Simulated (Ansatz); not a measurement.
Zinc-blende BeTe was calculated with PBE-D4 (Ansatz, a quantum-chemistry and plane-wave program, plane waves, PAW).

Numerical settings: plane-wave cutoff 520 eV, 10×10×10 k mesh, Fermi–Dirac smearing 0.01 eV, scalar-relativistic PAW data made under PBE.

Properties against volume:

| V (Å³/atom) | P (GPa) | direct gap at Γ (eV) | smallest gap on the k mesh (eV) |
|---|---|---|---|
| 20.539 | 4.32 | 3.551 | 1.772 |
| 20.976 | 2.74 | 3.573 | 1.829 |
| 21.413 | 1.30 | 3.593 | 1.883 |
| 21.850 | 0.01 | 3.611 | 1.934 |
| 22.287 | -1.17 | 3.627 | 1.983 |
| 22.724 | -2.23 | 3.642 | 2.030 |
| 23.161 | -3.20 | 3.562 | 2.074 |

The fundamental gap (1.93 eV at the equilibrium volume, with added k points) lies elsewhere than Γ–Γ.

Spin–orbit coupling is not included; with these elements it can move the gap by several tenths of an eV or more.
